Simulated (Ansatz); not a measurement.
Diamond-structure Si was calculated with r²SCAN0 (Ansatz, a program for electronic structure, PAW).

Numerical settings: plane-wave cutoff 520 eV, 8×8×8 k mesh, Fermi–Dirac smearing 0.01 eV, scalar-relativistic PAW data made under PBE.

Cell (relaxed at this level):

```cif
data_Si2
_chemical_formula_sum 'Si2'
_space_group_name_H-M_alt 'P 1'
_space_group_IT_number 1
_cell_length_a 3.83670
_cell_length_b 3.83670
_cell_length_c 3.83670
_cell_angle_alpha 60.000
_cell_angle_beta 60.000
_cell_angle_gamma 60.000
loop_
_space_group_symop_operation_xyz
  'x, y, z'
loop_
_atom_site_label
_atom_site_type_symbol
_atom_site_fract_x
_atom_site_fract_y
_atom_site_fract_z
_atom_site_occupancy
Si1 Si 0.00000 0.00000 0.00000 1
Si2 Si 0.25000 0.25000 0.25000 1
```

Q: Estimate the smallest direct gap on the k points sampled, bulk modulus B0, band gap and pressure derivative B′ of the bulk modulus that the calculation returns.

A: 
- smallest direct gap on the k points sampled: 4.02 eV
- bulk modulus B0: 103 GPa
- band gap: 1.84 eV (indirect)
- pressure derivative B′ of the bulk modulus: 4.1

Measured, for comparison: bulk modulus 101 GPa (0 K value with zero-point phonon effects removed; as tabulated in Sun et al. (2011), doi:10.1103/physrevb.84.035117). Computed (rounded) less measured: bulk modulus +2 %.

Static lattice: no zero-point or thermal effects.

Cost on a shared machine: around 8 core-minutes (rough).
